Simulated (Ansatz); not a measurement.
Process, species as SMILES: P#P (P2) → P2+ (doublet, bonded as P#P) + e-
B3LYP-D3(BJ)/def2-TZVP geometries, fixed; electronic energies without zero-point terms.

Basis-set convergence of the adiabatic ionisation energy at PBE0 with Ansatz (an electronic-structure program). Cartesian d functions, on some or all atoms, in 6-311G**, 6-311+G**; all else is spherical. The program fits the integrals of some runs and decomposes those of others, by size. Open shells are unrestricted. No added dispersion term, no relativity. Functions are those of the species that has most. Reference: the value in aug-cc-pV(5+d)Z, 10.354 eV, itself unsure by roughly 0.003 eV (its mean distance from pcseg-4, aug-pcseg-3, aug-cc-pV(Q+d)Z). Deviations are taken from unrounded values.

```tsv
basis	functions	adiabatic ionisation energy (eV)
def2-SVP	36	10.466
def2-SVPD	48	10.396
pcseg-1	36	10.504
aug-pcseg-1	54	10.452
cc-pV(D+d)Z	46	10.385
aug-cc-pV(D+d)Z	64	10.384
6-311G**	54	10.486
6-311+G**	62	10.486
pcseg-2	68	10.421
aug-pcseg-2	100	10.385
def2-TZVP	74	10.345
def2-TZVPD	86	10.356
cc-pV(T+d)Z	78	10.357
aug-cc-pV(T+d)Z	110	10.362
def2-TZVPP	84	10.344
def2-TZVPPD	96	10.355
cc-pV(Q+d)Z	128	10.351
aug-cc-pV(Q+d)Z	178	10.356
pcseg-3	128	10.347
aug-pcseg-3	178	10.353
def2-QZVPP	140	10.350
def2-QZVPPD	152	10.354
cc-pV(5+d)Z	200	10.351
aug-cc-pV(5+d)Z	272	10.354
```

What the diffuse functions change, pair by pair:
- def2-SVP to def2-SVPD: 12 more functions, deviation 0.112 to 0.042 eV
- pcseg-1 to aug-pcseg-1: 18 more functions, deviation 0.151 to 0.098 eV
- cc-pV(D+d)Z to aug-cc-pV(D+d)Z: 18 more functions, deviation 0.032 to 0.030 eV
- 6-311G** to 6-311+G**: 8 more functions, deviation 0.132 to 0.132 eV
- pcseg-2 to aug-pcseg-2: 32 more functions, deviation 0.067 to 0.031 eV
- def2-TZVP to def2-TZVPD: 12 more functions, deviation -0.009 to 0.002 eV
- cc-pV(T+d)Z to aug-cc-pV(T+d)Z: 32 more functions, deviation 0.003 to 0.008 eV
- def2-TZVPP to def2-TZVPPD: 12 more functions, deviation -0.010 to 0.001 eV
- cc-pV(Q+d)Z to aug-cc-pV(Q+d)Z: 50 more functions, deviation -0.003 to 0.002 eV
- pcseg-3 to aug-pcseg-3: 50 more functions, deviation -0.007 to -0.001 eV
- def2-QZVPP to def2-QZVPPD: 12 more functions, deviation -0.004 to 0.001 eV
- cc-pV(5+d)Z to aug-cc-pV(5+d)Z: 72 more functions, deviation -0.003 to 0.000 eV

Leaving out the reference's own pair, they bring the value nearer the reference by more than 0.003 eV in 7 of 11 pairs.
